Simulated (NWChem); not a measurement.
Atomisation of dimethylamine (C2H7N)

```
N
H 1 1.0163
C 1 1.4397 2 110.16
H 3 1.1008 1 110.22 2 53.37
H 3 1.1033 4 107.05 1 -119.49
H 3 1.1140 4 107.82 5 -114.60
C 1 1.4397 2 110.16 3 -126.58
H 7 1.1008 1 110.22 2 -53.37
H 7 1.1033 8 107.05 1 119.49
H 7 1.1140 8 107.82 9 114.60
```
Charge 0, spin multiplicity 1.

The numbers come from NWChem runs, not from measurements. Structure: optimised with PBE0/def2-SVP, a minimum by its harmonic frequencies.

Basis set: def2-TZVP. The atomisation energy is electronic alone: no zero-point, thermal, spin-orbit or counterpoise terms. No value is extrapolated to the basis-set limit. Free atoms are single determinants with multiplicities C 3, N 4, H 2.

B3LYP has NWChem's definition, with VWN1-RPA local correlation. No SCF solution was tested for a lower state.

Problem. Order these methods by the atomisation energy they give, lowest first: LDA (SVWN5), M06-2X, CAM-B3LYP, B3LYP.

Solution. M06-2X (867.0 kcal/mol), B3LYP (867.8 kcal/mol), CAM-B3LYP (872.8 kcal/mol), LDA (SVWN5) (987.5 kcal/mol)
